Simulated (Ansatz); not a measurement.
# Worked example: CF3⁺, singlet against CF$_{3}$, doublet

Geometry (PBE0/def2-TZVP stationary point of a doublet), kept for both states:

```yaml
atoms:
  - { symbol: C, position_ang: [0.0010, -0.0004, -0.3255] }
  - { symbol: F, position_ang: [1.2519, 0.0132, 0.0722] }
  - { symbol: F, position_ang: [-0.6376, 1.0779, 0.0653] }
  - { symbol: F, position_ang: [-0.6149, -1.0909, 0.0682] }
```

Basis cc-pVDZ; Ansatz 0.2.0. Only valence electrons are correlated (noble-gas cores frozen). R marks a restricted (for open shells ROHF) determinant, U an unrestricted one.

Full CI isn't at hand for all of this; UCCSDT(Q) serves as the reference, and is uncertain by about the last step of the cluster series.

```json
{"level": "UHF", "E(CF3, doublet) (hartree)": "-336.147659", "E(CF3⁺, singlet) (hartree)": "-335.726396"}
{"level": "UMP2", "E(CF3, doublet) (hartree)": "-336.809840", "E(CF3⁺, singlet) (hartree)": "-336.424700"}
{"level": "UCCSD(T)", "E(CF3, doublet) (hartree)": "-336.833773", "E(CF3⁺, singlet) (hartree)": "-336.448186"}
{"level": "PBE", "E(CF3, doublet) (hartree)": "-337.255164", "E(CF3⁺, singlet) (hartree)": "-336.878583"}
{"level": "r2SCAN", "E(CF3, doublet) (hartree)": "-337.441933", "E(CF3⁺, singlet) (hartree)": "-337.046052"}
{"level": "UCCSDT(Q)", "E(CF3, doublet) (hartree)": "-336.835857", "E(CF3⁺, singlet) (hartree)": "-336.451266"}
```

Question: Give the vertical gap, CF3⁺ singlet less CF3 doublet, at each level in eV (1 hartree = 27.2114 eV), and each error against UCCSDT(Q).

Answer: UCCSDT(Q): (-336.451266 − (-336.835857)) × 27.2114 = 10.465 eV (the reference)
r2SCAN: (-337.046052 − (-337.441933)) × 27.2114 = 10.772 eV, error 0.307 eV
PBE: (-336.878583 − (-337.255164)) × 27.2114 = 10.247 eV, error -0.218 eV
UCCSD(T): (-336.448186 − (-336.833773)) × 27.2114 = 10.492 eV, error 0.027 eV
UMP2: (-336.424700 − (-336.809840)) × 27.2114 = 10.480 eV, error 0.015 eV
UHF: (-335.726396 − (-336.147659)) × 27.2114 = 11.463 eV, error 0.998 eV

Total energies of functionals can't be set beside those of wave-function methods, since they hold the core's correlation and their own absolute errors; only the differences compare.

In so small a basis the reference is far from its limit while semilocal and hybrid functionals are nearer theirs, so the functionals' errors here hold much of the reference's basis and frozen-core error, which can add to them or hide them.

Each level lands on the state that its own search finds; the functionals scatter so widely here that some may stand on another one. T1 diagnostics of restricted CCSD: 0.016 and 0.022.
